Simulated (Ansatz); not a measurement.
Consider the atomization: `C#CC(C)OC` → 5 C• + 8 H• + O•.

Gas-phase electronic energies from Ansatz, PBE0-D4/def2-TZVP geometries. CCSD(T)/CBS is the MP2 limit (def2-TZVPP, def2-QZVPP) plus CCSD(T) − MP2 in def2-TZVPP, frozen cores. This one scheme is used for every species, atoms too. Functionals use def2-TZVPP. B3LYP here is the variant with VWN-RPA as its local correlation; programs differ in this. Open shells (•) are unrestricted, without spin–orbit coupling. Spin–orbit coupling would lower the free atoms: a little for C, O. One conformer a species, not always the lowest.

```csv
level,ΔE (kcal/mol),difference from CCSD(T)/CBS
PBE-D4,1418.9,38.3
r2SCAN-D4,1384.5,3.9
PBE0-D4,1391.1,10.5
B3LYP-D4,1382.0,1.4
ωB97X-V,1380.8,0.2
ωB97M-V,1385.0,4.4
B2PLYP,1370.4,-10.2
PBE,1412.8,32.2
r2SCAN,1382.8,2.2
PBE0,1385.9,5.3
B3LYP,1372.3,-8.3
HF/def2-TZVPP,1008.0,-372.6
MP2/def2-TZVPP,1375.4,-5.2
SCS-MP2/def2-TZVPP,1365.4,-15.2
CCSD/def2-TZVPP,1326.2,-54.4
CCSD(T)/def2-TZVPP,1348.1,-32.5
HF/def2-QZVPP,1009.2,-371.4
MP2/def2-QZVPP,1394.5,13.9
SCS-MP2/def2-QZVPP,1386.8,6.2
HF/CBS(def2),1009.5,-371.1
MP2/CBS(def2),1407.9,27.3
CCSD/CBS(def2),1358.8,-21.8
CCSD(T)/CBS,1380.6,0
```

Largest T1 diagnostic among the species: 0.011.

The D4 term adds +9.8 kcal/mol with B3LYP and +5.2 kcal/mol with PBE0; it sums over pairs of atoms, weighted by their polarisabilities, and B3LYP, whose exchange is more repulsive, gets the larger term. In def2-TZVPP, CCSD(T) changes the Hartree–Fock value by +340.1 kcal/mol (the triples alone add +21.9 kcal/mol) and MP2 by +367.4 kcal/mol; breaking electron pairs costs correlation energy, which Hartree–Fock lacks. From PBE to PBE0 (25 % exact exchange), in def2-TZVPP and without D4, ΔE moves by −26.9 kcal/mol: exact exchange takes away binding that semilocal exchange gives to molecules.

For atomizations the MP2-based limit and the directly extrapolated one differ by several kJ/mol either way, and by 10 to 25 for some Ge, Se and Sn compounds, so smaller differences from it don't rank the levels.
